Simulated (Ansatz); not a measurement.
C3H5FO2 (`OC1(F)COC1`), relaxed with RKS PBE-D4/def2-SVP in Ansatz from a rough embedded geometry. The force threshold is 0.03 eV/Å; the program also tests the step.

Total charge 0; spin multiplicity 1.

Start:

```xyz
11

O     0.504    0.390   -1.744
C     0.599   -0.056   -0.373
F     1.847   -0.453   -0.175
C    -0.432   -0.994    0.190
O    -1.162    0.063    0.837
C     0.008    0.886    0.725
H    -0.477    0.663   -1.776
H    -1.102   -1.449   -0.592
H    -0.134   -1.833    0.869
H     0.589    0.913    1.659
H    -0.241    1.868    0.380
```

Task: How much energy does the relaxation release, and in how many steps? (An estimate is asked.)

Result: Ansatz gave: 0.38 eV, in 11 steps.

Task: Which bonds change most? (Estimate.)

Result: The calculation gave: O1–C2 from 1.445 to 1.387 Å; C2–C4 from 1.503 to 1.550 Å; C6–H11 from 1.070 to 1.114 Å; O1–H7 from 1.019 to 0.975 Å.

Task: Give the relaxed structure. (Best estimate.)

Result: The calculation gave: 
```xyz
11

O     0.557    0.345   -1.665
C     0.571   -0.051   -0.337
F     1.851   -0.461   -0.090
C    -0.516   -1.036    0.162
O    -1.038   -0.044    1.070
C    -0.005    0.907    0.736
H    -0.343    0.650   -1.882
H    -1.259   -1.359   -0.604
H    -0.105   -1.932    0.680
H     0.695    1.109    1.578
H    -0.408    1.872    0.351
```
